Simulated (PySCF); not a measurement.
**Does the structure fit the spectrum?**

A compound C₄H₈ gives the data below (simulated from a calculation) and was assigned the structure `CC1CC1`.

¹³C{¹H} NMR (computed): δ 21.2 (CH2, 4C).

¹H NMR (500 MHz, computed): δ 2.10 (s, 8H).

[PySCF 2.14.0 with density-fitted response routines: J: B3LYP/pcJ-1 (without the spin–dipole term); PBE0/pcSseg-1 with gauge-including orbitals; geometry from GFN2-xTB; gas phase; non-relativistic Hamiltonian; one conformer; rapidly exchanging positions averaged]

Shifts are taken against calculated references (same method and geometry level): ¹H (σ = 31.72 ppm) and ¹³C (σ = 186.93 ppm) against TMS.

(1) Compare with the shifts computed for the proposed structure, pairing carbons in order of shift.

(2) Which isomer fits?

Answers

(1) Structure with atom numbers: `[CH3:1][CH:2]1[CH2:3][CH2:4]1`. Hydrogens are named by the atom that carries them.

```json
{"atom": "C1", "computed for proposal": "21.8", "given list": "21.2", "difference": "+0.6"}
{"atom": "C2", "computed for proposal": "8.2", "given list": "21.2", "difference": "-13.0"}
{"atom": "C3", "computed for proposal": "7.2", "given list": "21.2", "difference": "-14.0"}
{"atom": "C4", "computed for proposal": "7.2", "given list": "21.2", "difference": "-14.0"}
```

The rms difference is 11.9 ppm and the largest -14.0 ppm at C3 (three-membered-ring carbon). The proposal also would give 3 carbon signals, not 1. The carbon types in order of shift don't match either: CH3, CH, CH2, CH2 for the proposal against CH2, CH2, CH2, CH2 in the data. The proposal doesn't fit.

(2) cyclobutane (C1CCC1).

1. Carbon types of the structure: 4 × CH2, which accounts for all hydrogens.
2. δC 21.2: sp3 CH2 in a ring; aliphatic region, no heteroatom directly attached.
3. δH 2.10: hydrogen on an sp3 CH2 in a ring.

Other isomers checked: C/C=C\C (rms 78.3 ppm); C=C(C)C (rms 80.6 ppm).

The shifts were computed for this structure.

Shifts are as computed. Against solution values, carbons near 30 ppm lie about +3 ppm off and those near 130 ppm about +5 ppm. Of 1211 compounds with measured shifts, 218 miss one by over three times the rms of a fit or turn the order of signals round; such compounds aren't used in these exercises.
